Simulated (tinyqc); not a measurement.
Worked calculation: Pariser-Parr-Pople SCF with singles CI, for the molecule N=CC=CN (SMILES; centres numbered as the heavy atoms are written). Computed by tinyqc, a small Python program that keeps every step. Settings: charge = 0, gamma = MN, start = huckel, damping = 0.5, iteration cap = 80, excitations kept = 6. Command: `OMP_NUM_THREADS=1 python tinyqc.py 28388 28389 out.jsonl` (the two numbers bound the seeds that draw the settings). One thread of a shared host (Intel(R) Xeon(R) Processor @ 2.60GHz), about 0.02 s of CPU time with the checks. Later iterations appear only in the table of the cycle.

## PPP integrals

Centres (angstrom, eV; a flat drawing with bonds scaled to 1.40 angstrom):

| centre | x | y | core charge z | W | gamma_rr |
|---|---|---|---|---|---|
| 1N | -2.425000 | 0.280000 | 1 | 14.100000 | 12.300000 |
| 2C | -1.212000 | -0.420000 | 1 | 11.160000 | 11.130000 |
| 3C | 0.000000 | 0.280000 | 1 | 11.160000 | 11.130000 |
| 4C | 1.212000 | -0.420000 | 1 | 11.160000 | 11.130000 |
| 5N | 2.425000 | 0.280000 | 2 | 25.600000 | 16.800000 |

Resonance integrals (eV):

| i | j | beta |
|---|---|---|
| 1 | 2 | -2.700000 |
| 2 | 3 | -2.570000 |
| 3 | 4 | -2.570000 |
| 4 | 5 | -2.410000 |

Mataga-Nishimoto: gamma = 14.399645/(R + a), a = 2 x 14.399645/(gamma_rr + gamma_ss); H_rr = -W_r - sum_(s != r) z_s gamma_rs; H_rs = beta for bonds.

repulsion gamma_rs (eV):
```
           1N         2C         3C         4C         5N
1N  12.300000   5.475875   3.940614   2.919095   2.465834
2C   5.475875  11.130000   5.346287   3.873196   3.041188
3C   3.940614   5.346287  11.130000   5.346287   4.166415
4C   2.919095   3.873196   5.346287  11.130000   5.921850
5N   2.465834   3.041188   4.166415   5.921850  16.800000
```

core matrix H (eV):
```
            1N          2C          3C          4C          5N
1N  -31.367251   -2.700000    0.000000    0.000000    0.000000
2C   -2.700000  -31.937735   -2.570000    0.000000    0.000000
3C    0.000000   -2.570000  -34.126018   -2.570000    0.000000
4C    0.000000    0.000000   -2.570000  -35.142278   -2.410000
5N    0.000000    0.000000    0.000000   -2.410000  -41.195286
```

## Starting guess

pi electrons, sum of z_r less the charge = 6

Orbitals of the Hueckel matrix of the beta values.

P at the start:
```
           1N         2C         3C         4C         5N
1N   1.297719   0.807417  -0.312779  -0.224408   0.333544
2C   0.807417   1.000000   0.554938   0.000000  -0.200305
3C  -0.312779   0.554938   1.328600   0.602863  -0.350416
4C  -0.224408   0.000000   0.602863   1.000000   0.765635
5N   0.333544  -0.200305  -0.350416   0.765635   1.373680
```

## Iteration 1: Fock matrix

F_rr = H_rr + P_rr gamma_rr / 2 + sum_(s != r) P_ss gamma_rs; F_rs = H_rs - P_rs gamma_rs / 2; E = tr P (H + F) / 2 + core repulsion sum_(r<s) z_r z_s gamma_rs.

F (eV):
```
           1N         2C         3C         4C          5N
1N  -6.368540  -4.910657   0.616270   0.327534   -0.411232
2C  -4.910657  -4.112690  -4.053429   0.000000    0.304583
3C   0.616270  -4.053429  -5.202649  -4.181539    0.729990
4C   0.327534   0.000000  -4.181539  -6.678108   -4.676989
5N  -0.411232   0.304583   0.729990  -4.676989  -11.957873
```

pi energy = -87.999572 eV

## Iteration 1: orbitals and new P

Diagonalise F (the basis is taken as orthonormal) and form P = 2 sum c c over the lowest orbitals; 0.5 of the old P is kept.

orbital energies (eV): -14.987677  -11.368513  -8.499665  -1.761630  2.297624

P after iteration 1:
```
           1N         2C         3C         4C         5N
1N   1.300733   0.828532  -0.229966  -0.279507   0.281033
2C   0.828532   0.927984   0.516486   0.051625  -0.167564
3C  -0.229966   0.516486   1.233247   0.690781  -0.351591
4C  -0.279507   0.051625   0.690781   0.985479   0.642704
5N   0.281033  -0.167564  -0.351591   0.642704   1.552557
```

## Iteration 2: Fock matrix

As before.

F (eV):
```
           1N         2C         3C         4C          5N
1N  -6.721413  -4.968468   0.453103   0.407954   -0.346490
2C  -4.968468  -4.518988  -3.950642  -0.099977    0.254797
3C   0.453103  -3.950642  -5.438793  -4.416556    0.732436
4C   0.407954  -0.099977  -4.416556  -6.479559   -4.312997
5N  -0.346490   0.254797   0.732436  -4.312997  -11.150167
```

pi energy = -88.624693 eV

## Iteration 2: orbitals and new P

As before.

orbital energies (eV): -14.210182  -11.697266  -8.678512  -1.648716  1.925756

P after iteration 2:
```
           1N         2C         3C         4C         5N
1N   1.301598   0.841805  -0.187489  -0.303863   0.250746
2C   0.841805   0.889250   0.491950   0.077735  -0.149426
3C  -0.187489   0.491950   1.187386   0.738096  -0.351576
4C  -0.303863   0.077735   0.738096   0.975651   0.577989
5N   0.250746  -0.149426  -0.351576   0.577989   1.646115
```

## Convergence

Stop when output and input P, before any damping, agree to 1e-7.

Course of the cycle:

| iteration | E (eV) | largest \|P(out) - P(in)\| |
|---|---|---|
| 1 | -87.99957215 | 3.58e-01 |
| 2 | -88.62469287 | 1.87e-01 |
| 3 | -88.94154398 | 9.89e-02 |
| 4 | -89.10246506 | 5.28e-02 |
| 5 | -89.18418671 | 2.85e-02 |
| 6 | -89.22564981 | 1.56e-02 |
| 7 | -89.24666238 | 8.60e-03 |
| 8 | -89.25729879 | 4.81e-03 |
| 9 | -89.26267723 | 3.01e-03 |
| 10 | -89.26539443 | 2.06e-03 |
| 11 | -89.26676608 | 1.41e-03 |
| ... | ... | ... |
| 27 | -89.26816080 | 3.65e-06 |
| 28 | -89.26816081 | 2.52e-06 |
| 29 | -89.26816082 | 1.74e-06 |
| 30 | -89.26816082 | 1.20e-06 |
| 31 | -89.26816082 | 8.28e-07 |
| 32 | -89.26816082 | 5.71e-07 |
| 33 | -89.26816082 | 3.94e-07 |
| 34 | -89.26816082 | 2.72e-07 |
| 35 | -89.26816082 | 1.88e-07 |
| 36 | -89.26816082 | 1.29e-07 |
| 37 | -89.26816082 | 8.93e-08 |

Converged in 37 iterations.

## Converged orbitals

Charges are z - P_rr.

orbital energies (eV): -13.583097  -11.877091  -8.802665  -1.546071  1.549498

coefficients:
```
         MO1        MO2        MO3        MO4        MO5
1N  0.208846   0.577499  -0.520949   0.486937   0.338205
2C  0.312713   0.562239  -0.083787  -0.481010  -0.589668
3C  0.433362   0.238804   0.573834  -0.268344   0.594875
4C  0.579644  -0.179995   0.333268   0.599855  -0.400900
5N  0.578622  -0.510840  -0.530320  -0.315733   0.152685
```

pi charges: 1N -0.297019, 2C 0.158157, 3C -0.148230, 4C 0.041093, 5N 0.246000

## Singles CI, singlets

Over the 6 single excitations with the smallest orbital gaps: A = (e_a - e_i) delta + 2 (ia|jb) - (ij|ab), with (pq|rs) = sum c_mp c_mq gamma_mn c_nr c_ns. f = 2/3 w |mu|^2 in atomic units, mu = sqrt2 sum c_ia sum_m c_mi c_ma R_m.

singlet CI matrix (eV):
```
           3>4        2>4        3>5        1>4        2>5        1>5
3>4   4.793417  -0.309270  -0.132092  -0.131670   0.144963  -0.399328
2>4  -0.309270   7.400029  -0.316345  -0.077559   0.387789  -0.153145
3>5  -0.132092  -0.316345   7.066539  -0.426203  -0.000813   0.008582
1>4  -0.131670  -0.077559  -0.426203   8.655495  -0.029150   0.143430
2>5   0.144963   0.387789  -0.000813  -0.029150   9.795140   0.021434
1>5  -0.399328  -0.153145   0.008582   0.143430   0.021434  11.375381
```

singlet excitation energies (eV): 4.705075  6.818665  7.533215  8.756368  9.860087  11.412591

oscillator strengths: 1.170256  0.083200  0.092583  0.054824  0.130331  0.176304

## Singles CI, triplets

Over the 6 single excitations with the smallest orbital gaps: A = (e_a - e_i) delta - (ij|ab), with (pq|rs) = sum c_mp c_mq gamma_mn c_nr c_ns.

triplet CI matrix (eV):
```
           3>4        2>4        3>5        1>4        2>5        1>5
3>4   1.655057   0.219287   0.475729  -0.151588   1.198667   0.492049
2>4   0.219287   4.603060   1.198667  -0.012230  -0.821897  -1.232366
3>5   0.475729   1.198667   4.730124   0.492049   0.124005  -0.823540
1>4  -0.151588  -0.012230   0.492049   6.192879  -1.232366   1.202501
2>5   1.198667  -0.821897   0.124005  -1.232366   7.769162  -0.819124
1>5   0.492049  -1.232366  -0.823540   1.202501  -0.819124   9.619194
```

triplet excitation energies (eV): 1.267901  3.245012  5.001213  5.917514  8.427731  10.710105
